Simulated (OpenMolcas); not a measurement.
# A ladder of methods for Si2H5Cl (SMILES [SiH3][SiH2]Cl)

The species is Si2H5Cl (8 atoms), meant as a singlet with charge 0. SMILES: `[SiH3][SiH2]Cl`. The coordinates come from a PBE0-D4/def2-TZVP relaxation.

Quantity: the dipole moment, in D. The values are calculated.

| level | kind | program | value (D) | CPU time |
| --- | --- | --- | --- | --- |
| HF/cc-pVDZ | Hartree–Fock | OpenMolcas | 1.72 | 15 s |
| BLYP/cc-pVDZ | GGA | OpenMolcas | 1.32 | 48 s |
| PBE/cc-pVDZ | GGA | OpenMolcas | 1.36 | 51 s |
| revPBE/cc-pVDZ | GGA | OpenMolcas | 1.35 | 61 s |
| TPSS/cc-pVDZ | meta-GGA | OpenMolcas | 1.40 | 63 s |
| r2SCAN/cc-pVDZ | meta-GGA | OpenMolcas | 1.47 | 58 s |
| B3LYP/cc-pVDZ | global hybrid | OpenMolcas | 1.45 | 53 s |
| PBE0/cc-pVDZ | global hybrid | OpenMolcas | 1.50 | 52 s |

The values span 1.32 to 1.72 D. Magnitudes only. Times are those of the runs behind each value, whatever else they computed, on shared processors of several kinds: orders of magnitude only.
